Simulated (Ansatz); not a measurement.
Exact exchange and the HOMO–LUMO gap of C2H2O

C2H2O has 5 atoms, charge 0, and is taken as a singlet. As SMILES, `C1=CO1`. The shape is that of a PBE0-D4/def2-TZVP optimisation.

The HOMO–LUMO gap y, in eV, basis aug-cc-pVDZ; a is the functional's share of exact exchange. Programs: Ansatz 0.2.0.

| functional | program | a | y (eV) |
| --- | --- | --- | --- |
| BLYP | Ansatz | 0 | 2.84 |
| revPBE | Ansatz | 0 | 2.86 |
| B3LYP | Ansatz | 0.2 | 4.85 |
| r2SCAN0 | Ansatz | 0.25 | ? |
| PBE0 | Ansatz | 0.25 | 5.37 |
| BHLYP | Ansatz | 0.5 | 7.55 |

Fit y = c + s·a to the known rows and predict r2SCAN0.


1. Means of the 5 rows: a = 0.1900, y = 4.694.
2. Σ(Δa)² = 0.172, Σ(Δa·Δy) = 1.6282, so the slope is 1.6282/0.172 = 9.4663.
3. Intercept: 4.694 − (9.4663) × 0.1900 = 2.895. The largest residual of the fit is 0.11.
4. r2SCAN0: 2.895 + (9.4663) × 0.25 = 5.26 eV.

The run gave 5.70 eV, so the prediction is off by -0.44 eV, more than the scatter of the fit. Exact exchange lowers occupied levels and raises empty ones. The rows mix families of semi-local functionals, which the line can't see.
